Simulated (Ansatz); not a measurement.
Species: C$_{3}$H$_{8}$O, SMILES `CCOC` (C–C–O–C torsion 73°) (charge 0, multiplicity 1).

### Question
Give a relaxed geometry from B3LYP-D3(BJ)/def2-TZVP run with Ansatz (a first-principles code).

### Answer
Several could match; the one computed here: the end point of this relaxation, one of several conformers (outside a Z-matrix the atoms follow the SMILES, hydrogens last).
Bonds (Å): C1–C2 1.522, C1–H5 1.091, C1–H6 1.091, C1–H7 1.092, C2–O3 1.419, C2–H8 1.091, C2–H9 1.099, O3–C4 1.411, C4–H10 1.089, C4–H11 1.098, C4–H12 1.096. Bond angles (°): C2–C1–H5 112.0, C2–C1–H6 110.4, C2–C1–H7 109.9, H5–C1–H6 108.4, H5–C1–H7 107.6, H6–C1–H7 108.4, C1–C2–O3 113.8, C1–C2–H8 110.0, C1–C2–H9 110.3, O3–C2–H8 105.3, O3–C2–H9 109.7, H8–C2–H9 107.7, C2–O3–C4 114.2, O3–C4–H10 107.1, O3–C4–H11 111.2, O3–C4–H12 112.5, H10–C4–H11 108.9, H10–C4–H12 108.6, H11–C4–H12 108.5.
